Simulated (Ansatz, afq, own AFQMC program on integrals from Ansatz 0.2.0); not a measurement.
Where AFQMC and coupled cluster stand for BC, doublet

```xyz
2

B     0.0000    0.0000    0.0000
C     0.0000    0.0000    1.3280
```

Basis 6-31G. Noble-gas cores (and the filled d shells of Ga–Kr and In–Xe) are frozen. Integrals, coupled cluster, full CI and functionals: Ansatz 0.2.0; the random walks run on the same integrals in our own AFQMC program. ph-AFQMC/CISD is guided by a CISD state made of CCSD amplitudes; releasing the constraint for a short imaginary time cuts its bias at the price of noise, slowly where states lie close. Error bars are statistical, one sigma.

Determinant: UHF, the one that the program's search chose, which needn't be the lowest solution. The geometry is a point of a scan.

Full CI on the same integrals is exact in this basis and with this determinant's frozen core.

Cautions: strong correlation (T1 0.079, weight of the determinant 0.80, largest double 0.16); unrestricted determinant spin contaminated (⟨S²⟩ 2.05 against 0.75); CCSD(T) is in doubt: in a space of 7 electrons in 8 natural orbitals full CI lies 138 meV below it; the released energies are still falling, so no released level is given (meV from the phaseless value at times in 1/Eh: -11 ± 5 at 0.24, -27 ± 5 at 0.51, -39 ± 5 at 0.99, -46 ± 5 at 1.62, -52 ± 5 at 2.40).

- T1 diagnostic: 0.0787
- weight of the determinant in the CISD state: 0.803
- ⟨S²⟩ of the determinant: 2.051
- size of the correlated space: 7 electrons in 16 orbitals

```csv
level,correlation energy (eV)
MP2,-1.7119
CCSD,-2.6077
CCSD(T),-2.7144
```

Problem. Estimate where phaseless AFQMC with a CISD trial lies against CCSD(T) on the same integrals.

Solution. 3.31 ± 0.09 kcal/mol below CCSD(T).

Reference: full CI, correlation energy -2.894 eV. The cautions show a poor starting determinant, so the rows tell how each method copes with it here, and full CI is the sure value.

```json
{"level": "CCSD(T)", "E − E(reference) (kcal/mol)": "4.14", "share of correlation (%)": "93.79"}
{"level": "CCSDT", "E − E(reference) (kcal/mol)": "1.72", "share of correlation (%)": "97.42"}
{"level": "CCSDT(Q)", "E − E(reference) (kcal/mol)": "0.90", "share of correlation (%)": "98.65"}
{"level": "CCSDTQ", "E − E(reference) (kcal/mol)": "0.18", "share of correlation (%)": "99.73"}
{"level": "ph-AFQMC/CISD", "E − E(reference) (kcal/mol)": "0.83 ± 0.09", "share of correlation (%)": "98.75"}
```

CCSDT and higher add their correlation energy to the determinant of the CCSD(T) run, since their own runs factorise the integrals more tightly (a shift of under 2 meV).
